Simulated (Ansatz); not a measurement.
System (SMILES): [O+]#[Si-] (O-Si).
Atoms: Si1, O2. Bonds: Si1-O2.

Basis-set convergence of the highest harmonic wavenumber at CCSD(T) with Ansatz (an electronic-structure program). Each level at its own minimum, finite differences of forces, unscaled; the reference is a large set that could be run, not a limit. Cartesian d functions, on some or all atoms, in 6-31G*, 6-311G**; all else is spherical. Cores are frozen. The T1 diagnostic of CCSD is high for at least one species. No added dispersion term, no relativity. Reference: the value in def2-QZVPP, 1235 cm⁻¹, itself unsure by roughly 10 cm⁻¹ (its mean distance from cc-pV(Q+d)Z, aug-cc-pV(T+d)Z, def2-TZVPPD). Deviations are taken from unrounded values. Cost is core time over that of def2-SVP, rough, on shared machines of one kind.

| basis | functions | highest harmonic wavenumber (cm⁻¹) | minus reference (cm⁻¹) | cost |
|---|---|---|---|---|
| def2-SVP | 32 | 1206 | -29 | 1× |
| 6-31G* | 34 | 1208 | -27 | 1× |
| cc-pV(D+d)Z | 37 | 1176 | -59 | 2× |
| 6-311G** | 45 | 1225 | -9 | 2× |
| aug-cc-pV(D+d)Z | 55 | 1154 | -81 | 4× |
| pcseg-2 | 64 | 1238 | 3 | 7× |
| def2-TZVP | 68 | 1228 | -7 | 7× |
| def2-TZVPP | 73 | 1226 | -9 | 7× |
| 6-311++G(3df,3pd) | 86 | 1221 | -14 | 10× |
| jun-cc-pV(T+d)Z | 87 | 1222 | -13 | 20× |
| aug-cc-pV(T+d)Z | 101 | 1222 | -13 | 40× |
| cc-pV(Q+d)Z | 119 | 1236 | 1 | 60× |
| def2-QZVPP | 127 | 1235 | 0 | 80× |
